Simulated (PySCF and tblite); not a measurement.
Values are calculated unless marked as measured or tabulated.
C3H4S3, numbered as in [S:1]=[C:2]1[CH2:3][S:4][CH2:5][S:6]1.

GFN2-xTB molecular dynamics (tblite; Langevin, friction 0.005 fs⁻¹, 1.5 fs steps, hydrogen mass 4 u): 400 + 8000 steps at each temperature, started from the lowest conformer, nuclei classical.

GIAO shieldings at KT2/pcSseg-1 (PySCF) on 6 frames a temperature; like atoms are averaged, and of two unlike H on one atom a is the less shielded at the minimum.

How far do thermal motions move the shieldings from their values at the minimum?


```tsv
signal	σ at minimum (ppm)	Δσ, 220 K	Δσ, 350 K	Δσ, 500 K
S1	-117.7	-34.9 ± 13.0	-49.7 ± 38.3	-37.7 ± 46.0
C2	-45.6	-2.6 ± 1.8	-2.3 ± 3.0	-4.9 ± 3.6
C3	126.0	0.8 ± 1.3	2.9 ± 1.3	-7.0 ± 2.0
S4	422.2	-10.6 ± 15.7	-60.1 ± 25.0	-54.5 ± 33.3
C5	132.3	-5.4 ± 1.7	2.6 ± 4.3	-1.1 ± 3.6
S6	221.6	-23.1 ± 13.1	-43.3 ± 20.2	-21.0 ± 22.3
H3	27.50	-0.70 ± 0.29	-0.02 ± 0.17	-0.47 ± 0.43
H5	26.82	-0.63 ± 0.20	-0.24 ± 0.32	-0.24 ± 0.22
```

Errors are standard errors over frames. Zero-point motion is missing, and a reference compound would move too.

What do the single frames at 500 K give for C3?


```tsv
t (fs)	V above the minimum, tight binding (kcal/mol)	E above it, DFT (kcal/mol)	torsions (°)	σ (ppm)
1599	17.1	16.7	none	115.0
3600	10.7	12.1	none	120.2
5600	14.2	15.2	none	120.2
7600	11.1	11.7	none	126.5
9600	18.8	17.8	none	119.4
11601	12.2	13.5	none	112.4
```

How does the lowest singlet excitation (PBE0/def2-SVPD) spread?

2.67 eV at the minimum; 2.60 eV with a spread of 0.04 eV at 220 K; 2.56 eV with a spread of 0.14 eV at 350 K; 2.62 eV with a spread of 0.18 eV at 500 K.

Changes within two standard errors are not significant.

The study took 19 min on 1 thread of Arm Neoverse N1, shared host (rough), peak memory 0.73 GiB, launched as `OMP_NUM_THREADS=1 python ens_run.py task.json out`.
